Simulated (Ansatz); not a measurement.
The same path of CN + H2O (5 atoms, charge 0, multiplicity 2) was run twice with different band settings. Lost on the way: H1–O2. Made: H1–C3.

Level of theory: UKS BLYP/def2-mTZVP (Ansatz).

Relaxed end points:

```xyz
5
Properties=species:S:1:pos:R:3
H -0.155 -1.294 0.591
O 0.721 -0.875 0.444
C -0.421 1.099 -0.213
N -1.044 2.093 -0.311
H 0.899 -1.023 -0.511
```

```xyz
5
Properties=species:S:1:pos:R:3
H -0.241 0.251 0.151
O 0.909 -1.634 0.380
C -0.784 1.171 0.002
N -1.366 2.162 -0.167
H 1.482 -1.950 -0.365
```

Common settings: climbing image yes; spring 5.0 eV/Å²; optimiser quadratic models (default); start path through a guess of the saddle point; force threshold 0.03 eV/Å; iteration limit 60; end points relaxed.

| run | movable images |
| --- | --- |
| 1 | 7 |
| 2 | 3 |

Q: What does each run give, and how far can it be trusted?

A: Run 1: converged after 8 iterations, highest image 0.314 eV above the first end. A vibrational analysis at the climbing image gives one clearly imaginary mode, 1238i cm⁻¹: a first-order saddle point.
Run 2: converged after 9 iterations, highest image 0.314 eV above the first end. Another band between the same ends (7 images) ends at a top of the same energy, where a vibrational analysis finds 1 clearly imaginary mode. So few images can step over the top or miss a turn of the path.
